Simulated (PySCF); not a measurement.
**HF⁻: basis, grid and Hamiltonian**

The method stays; parts of the set-up, such as the basis or the Hamiltonian, are changed.

Method: method and basis as typed in the scripts; program: PySCF 2.14.0.

2 further runs of the same task are left out: 2 that didn't finish.

### Step 1. The starting structure

HF⁻: 2 atoms, charge -1, spin multiplicity 2.

Bond lengths: H1–F2 0.931 Å.

### Step 2. Base script

The input, input.py:

```python
from pyscf import gto, scf, tdscf

mol = gto.M(
    atom='H 0 0 0; F 0 0 0.931',
    basis='cc-pvtz-dk',
    charge=-1,
    spin=1,
    verbose=4,
)
mf = scf.UHF(mol)
mf = mf.sfx2c1e()
mf.kernel()
td = tdscf.TDA(mf)
td.nstates = 6
td.kernel()
td.analyze()
mf.dip_moment()
print('orbital energies (hartree):', [e[max(0, n-3):n+3].round(4) for e, n in zip(mf.mo_energy, mol.nelec)])
```

Command:

```
OMP_NUM_THREADS=1 python input.py
```

Its log is not repeated here.

It gives: E(SCF) = -100.010215 Eh, 10 cycles, ⟨S²⟩ = 0.751, excitations 10.75, 11.74, 11.74, 14.64, 18.81 eV.

The bond length is a typed value, not an optimised one. The dipole of an ion depends on the origin.

### Step 3. Sbkjc (core potential on, X2C off)

Variant 1 changes basis set: cc-pvtz-dk → sbkjc; core potential: off → on; spin-free X2C: on → off. The core potential changes with it: totals don't compare.

The input, input.py:

```python
from pyscf import gto, scf, tdscf

mol = gto.M(
    atom='H 0 0 0; F 0 0 0.931',
    basis='sbkjc',
    ecp={'F': 'sbkjc'},
    charge=-1,
    spin=1,
    verbose=4,
)
mf = scf.UHF(mol)
mf.kernel()
td = tdscf.TDA(mf)
td.nstates = 6
td.kernel()
td.analyze(verbose=3)
mf.dip_moment()
print('orbital energies (hartree):', [e[max(0, n-3):n+3].round(4) for e, n in zip(mf.mo_energy, mol.nelec)])
```

Command:

```
OMP_NUM_THREADS=1 python input.py
```

### Step 4. Def2-tzvp (X2C off)

Variant 2 changes basis set: cc-pvtz-dk → def2-tzvp; spin-free X2C: on → off.

input.py, as its differences from that of step 2:

```diff
@@ -4,3 +4,3 @@
     atom='H 0 0 0; F 0 0 0.931',
-    basis='cc-pvtz-dk',
+    basis='def2-tzvp',
     charge=-1,
@@ -10,3 +10,2 @@
 mf = scf.UHF(mol)
-mf = mf.sfx2c1e()
 mf.kernel()
```

### Step 5. Minao (X2C off)

Variant 3 changes basis set: cc-pvtz-dk → minao; spin-free X2C: on → off.

input.py, as its differences from that of step 2:

```diff
@@ -4,3 +4,3 @@
     atom='H 0 0 0; F 0 0 0.931',
-    basis='cc-pvtz-dk',
+    basis='minao',
     charge=-1,
@@ -10,3 +10,2 @@
 mf = scf.UHF(mol)
-mf = mf.sfx2c1e()
 mf.kernel()
```

### Step 6. Density fitting weigend

Variant 4 changes density fitting: none → weigend.

input.py, as its differences from that of step 2:

```diff
@@ -11,2 +11,3 @@
 mf = mf.sfx2c1e()
+mf = mf.density_fit(auxbasis='weigend')
 mf.kernel()
```

Q: Predict the outcome of this session. Wanted: for each run, E(SCF); from base; gap, α spin; after the SCF.

The runs gave:

| run | E(SCF) (hartree) | from base (eV) | cycles | gap, α spin (eV) | functions | after the SCF |
| --- | --- | --- | --- | --- | --- | --- |
| base | -100.010215 | 0 | 10 | 19.47 | 44 | lowest root found 10.75 eV |
| sbkjc (core potential on, X2C off) | -24.236483 | not comparable | 9 | 29.54 | 10 | lowest root found 13.86 eV |
| def2-tzvp (X2C off) | -99.943420 | not comparable | 9 | 20.10 | 37 | lowest root found 11.58 eV |
| minao (X2C off) | -99.612435 | not comparable | 6 | n/a | 6 | lowest root found 12.24 eV |
| density fitting weigend | -100.005780 | +0.1207 | 10 | 19.49 | 44 | lowest root found 10.75 eV |

**Reading.** The highest filled level of this anion is positive: the basis lacks diffuse functions or the electron is not bound, so these numbers hang on the basis.
